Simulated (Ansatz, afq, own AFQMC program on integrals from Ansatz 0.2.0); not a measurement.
# Atomization energy of SiH₃O, doublet

```yaml
atoms:
  - { symbol: Si, position_ang: [-0.0866, -0.0323, 0.5791] }
  - { symbol: O, position_ang: [0.0885, 0.0997, -1.0586] }
  - { symbol: H, position_ang: [0.6425, -1.2281, 1.1084] }
  - { symbol: H, position_ang: [0.4860, 1.2186, 1.1449] }
  - { symbol: H, position_ang: [-0.1194, -0.6729, -1.5864] }
```

Connectivity, by distances: SiH2–OH.

Atoms in their ground-state spins without spin–orbit coupling (mostly on UHF) minus the molecule (UHF), without zero-point energy. The geometry is a stationary point, not shown to be a minimum.

Basis cc-pVDZ. Noble-gas cores (and the filled d shells of Ga–Kr and In–Xe) are frozen. Ansatz 0.2.0 and our own AFQMC program on the same integrals; the CISD trial comes from CCSD amplitudes, and released means the phaseless constraint is let go. Uncertainties: one standard error, sampling alone. The errors of all members are added in quadrature.

No full CI on the walks' own integrals is used here; CCSDT(Q) serves as the reference and is uncertain by about the last step of the cluster series. Each member takes its own surest rung, up to full CI.

The best estimate is CCSD(T) at the basis-set limit (CBS: def2-TZVPP and def2-QZVPP, with their diffuse functions for anions and beside diffuse sets, CCSD(T) itself extrapolated) plus the step from CCSD(T) to CCSDT(Q) in cc-pVDZ. Rows without CBS are in cc-pVDZ, the functionals in def2-TZVP; B2PLYP and the wave-function rows carry a basis error of their own. Core correlation and relativity beyond core potentials are missing, and ± holds the sampling alone.

```
 level  atomization energy (kcal/mol)
  CCSD                          319.2
  PBE0                          356.6
r2SCAN                          365.0
```

**Question.** From these cheaper values, estimate the atomization energy at the level of the best estimate.

**Answer.** 366.5 kcal/mol (best estimate, highest rung CCSDT(Q)).

| level | atomization energy (kcal/mol) | error against the best estimate (kcal/mol) |
| --- | --- | --- |
| HF | 245.1 | -121.3 |
| MP2 | 325.7 | -40.8 |
| CCSD(T) | 322.0 | -44.4 |
| CCSDT | 322.1 | -44.4 |
| CCSDT(Q) | 322.5 | -44.0 |
| ph-AFQMC/CISD | 322.6 ± 0.1 | -43.9 ± 0.1 |
| released AFQMC | 322.4 ± 0.1 | -44.0 ± 0.1 |
| HF/CBS | 265.2 | -101.3 |
| MP2/CBS | 370.6 | 4.1 |
| CCSD(T)/CBS | 366.0 | -0.4 |
| PBE | 363.1 | -3.4 |
| B3LYP | 361.1 | -5.4 |
| wB97M-V | 362.6 | -3.9 |
| B2PLYP | 357.8 | -8.7 |

Correlation beyond CCSD(T) adds 0.4 kcal/mol. Going to the basis-set limit adds 44.0 kcal/mol at CCSD(T). The perturbative (T) step is worth +2.8 kcal/mol. The functionals spread over 8.4 kcal/mol; r2SCAN comes nearest and PBE0 is 9.9 kcal/mol too low.

Best estimates are given only where the step beyond CCSD(T) is under 0.3 eV and no member's determinant is very poor (T1 over 0.05, or 0.07 for open shells, ⟨S²⟩ too high by 0.3, two states mixed), so the hardest cases are missing from such tables.

The functionals ran in a triple-zeta set and keep a basis error of their own, a few kJ/mol for each bond in atomization energies and more for double hybrids, so close places among them and the extrapolated levels can swap.

CCSDT and higher add their correlation energy to the determinant of the CCSD(T) run, since their own runs factorise the integrals more tightly (a shift of under 2 meV). Each member of a difference takes its own highest rung, so a best estimate needn't equal the limit plus the step of one row. Released energies are given only where the last usable release times agree within the noise; a slower fall can still hide under it.
